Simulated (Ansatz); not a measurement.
# SiH (doublet): geometry optimisation

Where does this start of SiH (doublet) end when it is relaxed?

The runs use Ansatz 0.2.0, Gaussian basis; UKS PBE0/def2-SVP.

## Step 1: The system as given

2 atoms, charge 0, spin multiplicity 2.

Atoms are counted from 1 here; the program's logs count them from 0.

Bond lengths: Si1–H2 1.492 Å.

The start is a generated structure. Sticks and bond lists go by distance. 

## Step 2: The run

The input, in.yaml:

```yaml
crystal:
  periodic: [false, false, false]
  atoms:
    - {symbol: Si, position_ang: [0.473700, 0.900100, 0.594300]}
    - {symbol: H, position_ang: [0.591600, 1.419300, -0.799300]}
basis:
  gaussian: {orbitals: def2-SVP}
magnetization: {spin_polarized: true, initial_magnetization: 1}
hamiltonian: {xc: pbe0}
relax: {f_tol: 0.01, max_steps: 150}
```

Launch:

```sh
ansatz run in.yaml --threads 1 --pin off --events-out ev --progress --plain --max-ram 24576MiB --backend cuda --devices 0, --max-vram 18GiB
```

The log of the run:

```text
Functional definition: PBE0
  name "PBE0"
  cite "Adamo & Barone, J. Chem. Phys. 110, 6158 (1999) doi:10.1063/1.478522"
  cite "Perdew, Burke & Ernzerhof, Phys. Rev. Lett. 77, 3865 (1996) doi:10.1103/PhysRevLett.77.3865"
  parent pbe
  parameter a = 0.25
  parameter kappa = 0.804
  parameter beta = 0.06672455060314922
  exchange = (1 - a)*pbe_x(kappa = kappa, mu = beta*pi^2/3) + a*exact_x
  correlation = pbe_c(beta = beta)
224 factors; integrals over basis functions are off by at most 1.9e-4 eV
mean field evaluation 1: about -7884.6787 eV, gradient 4.7e0 eV
mean field evaluation 2: about -7884.8443 eV, gradient 1.9e0 eV
mean field evaluation 4: about -7884.8800 eV, gradient 7.1e-2 eV
mean field evaluation 8: about -7884.8799 eV, gradient 9.0e-4 eV
mean field evaluation 16: about -7883.8857 eV, gradient 4.0e0 eV
mean field -7884.87985758 eV, -289.7639902026 hartree, gradient 3.8e-5 eV, S^2 0.755024; 1 other end points of the search recorded, 0 dependent functions left out
the calculation of the forces begins
reference -7884.87987519 eV, -289.7639908497 hartree; 8, 7 occupied and 15, 16 virtual orbitals, 224 factors
relax step   1: F+E_penalty+E_count = -7884.87985758 eV  Δ(F+E_penalty+E_count) = +0.000e0 eV  max|allowed force component| = 7.429e-1 eV/Å  Δτ_max = 0.0000 Å  (33 SCF iters, accepted)
these checks for a lower state are left out or cut short: starts, cluster_reference, orbital_swaps, neighbouring_geometries, increment
224 factors; integrals over basis functions are off by at most 2.1e-4 eV
mean field -7884.89677153 eV, -289.7646117787 hartree, gradient 1.4e-5 eV, S^2 0.755010; 0 other end points of the search recorded, 0 dependent functions left out
the calculation of the forces begins
reference -7884.89678916 eV, -289.7646124266 hartree; 8, 7 occupied and 15, 16 virtual orbitals, 224 factors
relax step   2: F+E_penalty+E_count = -7884.89677153 eV  Δ(F+E_penalty+E_count) = -1.691e-2 eV  max|allowed force component| = 2.148e-1 eV/Å  Δτ_max = 0.0167 Å  (24 SCF iters, accepted)
these checks for a lower state are left out or cut short: starts, cluster_reference, orbital_swaps, neighbouring_geometries, increment
224 factors; integrals over basis functions are off by at most 2.3e-4 eV
mean field -7884.89849038 eV, -289.7646749454 hartree, gradient 1.3e-5 eV, S^2 0.755004; 0 other end points of the search recorded, 0 dependent functions left out
the calculation of the forces begins
reference -7884.89850803 eV, -289.7646755939 hartree; 8, 7 occupied and 15, 16 virtual orbitals, 224 factors
relax step   3: F+E_penalty+E_count = -7884.89849038 eV  Δ(F+E_penalty+E_count) = -1.719e-3 eV  max|allowed force component| = 6.635e-3 eV/Å  Δτ_max = 0.0073 Å  (24 SCF iters, accepted)
224 factors; integrals over basis functions are off by at most 2.3e-4 eV
mean field evaluation 32: about -7884.8985 eV, gradient 1.3e-5 eV
mean field -7884.89849038 eV, -289.7646749454 hartree, gradient 1.3e-5 eV, S^2 0.755004; 2 other end points of the search recorded, 0 dependent functions left out
the calculation of the forces begins
reference -7884.89850803 eV, -289.7646755939 hartree; 8, 7 occupied and 15, 16 virtual orbitals, 224 factors
Total energy: -7884.89850803 eV, -289.7646755939 hartree
Atom 0 at     0.471800     0.891731     0.616764 Å, force    -0.000561    -0.002472     0.006635 eV/Å
Atom 1 at     0.593500     1.427669    -0.821764 Å, force     0.000561     0.002472    -0.006635 eV/Å
Dipole moment:     0.004797     0.021125    -0.056701 e Å
```

It took 2.1 s on 1 × NVIDIA H100 80GB HBM3 with 1 thread of AMD EPYC 7R13 (Zen 3), shared host; peak host memory 1.6 GiB.

Step by step:

```tsv
step	energy from step 1 (eV)	largest force component (eV/Å)
1	0.0000	0.7429
2	-0.0169	0.2148
3	-0.0186	0.0066
```

The bond:

```tsv
bond	before (Å)	after (Å)	change (Å)
Si1–H2	1.492	1.540	+0.048
```

Mulliken charges at the end point, from the report:

```tsv
atom	value (e)
Si1	0.10
H2	-0.10
```

At the end: Bond lengths: Si1–H2 1.540 Å.

## Step 3: What came out

| quantity | value |
| --- | --- |
| steps | 3 |
| energy gained | 0.019 eV |
| shift from the start (rms) | 0.024 Å |
| total energy | -7884.8985 eV |
| dipole moment | 0.29 D |
| ⟨S²⟩ | 0.755 |

In words: The bonds of the start are those of the end. Si1–H2 went from 1.492 to 1.540 Å. No vibrations were run, so this is a stationary point, not a proven minimum, and this spin need not be the ground state's.
